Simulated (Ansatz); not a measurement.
# How the width of the whole s-p valence band of 2H-SiC moves with the method

No measured value is used here.

```csv
level (code),value (eV)
LDA (Ansatz),___
BLYP (Ansatz),15.43
PBE (Ansatz),15.58
RPBE (Ansatz),15.61
r²SCAN (Ansatz),___
CAM-B3LYP (Ansatz),___
HSE06 (Ansatz),17.17
r²SCANh (Ansatz),16.90
Hartree–Fock (Ansatz),21.70
```

Q: Fill in the missing entries.

A: 
- LDA (Ansatz, an electronic-structure program), value (eV): 15.49
- r²SCAN (Ansatz), value (eV): 16.36
- CAM-B3LYP (Ansatz), value (eV): 17.82

Widths are read from band energies on the run's k points.  Values are at the measured cell. Cutoffs and k meshes differ between the levels. Ansatz's density-functional and Hartree–Fock values are scalar-relativistic unless marked +SOC, with PAW data made under PBE.
